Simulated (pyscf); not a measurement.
Thermochemistry of product channels of HF + OH• on the doublet surface, in kcal/mol, from ωB97M-D3(BJ)/def2-TZVP energies (ideal gas, 1 atm, RRHO with modes under 100 cm⁻¹ raised to 100, one conformer, R ln 2 for rigid chiral ones). Structures and frequencies: ωB97X-D3(BJ)/def2-SVP in PySCF.

```json
[
 {"products": "F• + H₂ + O [triplet]", "ΔE": "(withheld)", "ΔH(298 K)": "+130.6", "ΔG(600 K)": "+118.4", "ΔG(1200 K)": "+104.6"},
 {"products": "F• + H₂O", "ΔE": "(withheld)", "ΔH(298 K)": "+16.8", "ΔG(600 K)": "+18.6", "ΔG(1200 K)": "+20.6"}
]
```

Problem. What belongs in the gaps?

Solution. 
- F• + H₂ + O [triplet], ΔE: +134.6
- F• + H₂O, ΔE: +14.8

These are energies of the channels, which say nothing of barriers. Left out: orbital degeneracy and the spin-orbit lowering of F, OH, O.
